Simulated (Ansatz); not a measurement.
Method: Ansatz (an electronic-structure program) with frozen-core CCSD(T)/cc-pVTZ // PBE-D3(BJ)/def2-SVP.

Ansatz 0.2 input:
```yaml
crystal:
  periodic: [false, false, false]
  atoms:
    - { symbol: O, position_ang: [-0.000181, 0.408653, -0.000001] }
    - { symbol: H, position_ang: [-0.757703, -0.204662, 0.000003] }
    - { symbol: H, position_ang: [0.757884, -0.203992, -0.000002] }
basis:
  gaussian: { orbitals: cc-pVTZ }
correlation:
  method: ccsd_t
```

Output:

```
Functional definition: HF
342 factors; integrals over basis functions are off by at most 7.0e-4 eV
mean field evaluation 1: about -2067.8263 eV, gradient 3.2e1 eV
mean field evaluation 2: about -2067.8264 eV, gradient 3.2e1 eV
mean field evaluation 4: about -2069.5603 eV, gradient 1.4e0 eV
mean field evaluation 8: about -2069.5679 eV, gradient 3.7e-5 eV
mean field evaluation 16: about -2069.5673 eV, gradient 3.5e-1 eV
mean field -2069.56791952 eV, -76.0552182390 hartree, gradient 9.7e-7 eV, S^2 0.000000; 0 other end points of the search recorded, 0 dependent functions left out
1 core orbitals not correlated
reference -2069.56791952 eV, -76.0552182390 hartree; 4, 4 occupied and 53, 53 virtual orbitals, 342 factors
second order -7.15607751 eV of doubles, -0.00000000 eV of singles
cycle   1  -7.15532650 eV  change    7.5e-4 eV  update   3.9e-2
cycle   2  -7.29162181 eV  change   -1.4e-1 eV  update   1.1e-2
cycle   3  -7.31304507 eV  change   -2.1e-2 eV  update   4.1e-3
cycle   4  -7.31232399 eV  change    7.2e-4 eV  update   7.6e-4
cycle   5  -7.31281350 eV  change   -4.9e-4 eV  update   2.8e-4
cycle   6  -7.31283303 eV  change   -2.0e-5 eV  update   8.8e-5
cycle   7  -7.31283807 eV  change   -5.0e-6 eV  update   2.8e-5
cycle   8  -7.31282746 eV  change    1.1e-5 eV  update   7.2e-6
cycle   9  -7.31282484 eV  change    2.6e-6 eV  update   1.3e-6
perturbative correction -0.21270539 eV, -0.0078167790 hartree
Total energy: -2077.09344976 eV, -76.3317763740 hartree
```

Cost: around 1.2 core-seconds (rough).
